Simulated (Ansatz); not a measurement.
This geometry of BH5N2 + H (9 atoms, charge 0, multiplicity 2) is a first-order saddle point.

All numbers below come from UHF/def2-SVP in Ansatz 0.2.0.

```xyz
9
Properties=species:S:1:pos:R:3
B 0.005 -0.020 -0.143
H -0.004 -0.466 1.378
N 1.257 0.105 -0.761
H 2.113 -0.062 -0.275
H 1.390 0.391 -1.711
N -1.251 0.207 -0.723
H -2.100 0.087 -0.213
H -1.390 0.483 -1.675
H -0.020 -0.725 2.253
```

Question: Which two structures does it join? (They come from a converged band through this point; their orientation in space is the band's.)

Answer: Bonds broken: B1–H2. Bonds formed: H2–H9. BH5N2 + H becomes BH4N2 + H2.

First end point:

```xyz
9
Properties=species:S:1:pos:R:3
B 0.032 -0.045 -0.313
H 0.059 -0.374 0.847
N 1.257 0.101 -1.000
H 2.136 -0.056 -0.556
H 1.335 0.367 -1.959
N -1.223 0.178 -0.921
H -2.079 0.074 -0.422
H -1.344 0.450 -1.874
H -0.173 -0.696 4.327
```

Last end point:

```xyz
9
Properties=species:S:1:pos:R:3
B -0.256 -0.606 -1.172
H 0.747 -0.255 2.431
N 0.918 -0.103 -0.586
H 1.702 -0.682 -0.373
H 1.078 0.870 -0.409
N -1.383 0.140 -1.548
H -2.193 -0.280 -1.951
H -1.461 1.131 -1.430
H 0.849 -0.216 3.170
```

Question: How far does it lie above each of them?

Answer: 1.00 eV above the first and 0.67 eV above the second. This is the barrier of this one path; another mechanism may lie lower.

Run time: 120 s on 1 thread of Arm Neoverse V1 (shared host), peak memory 0.16 GiB.
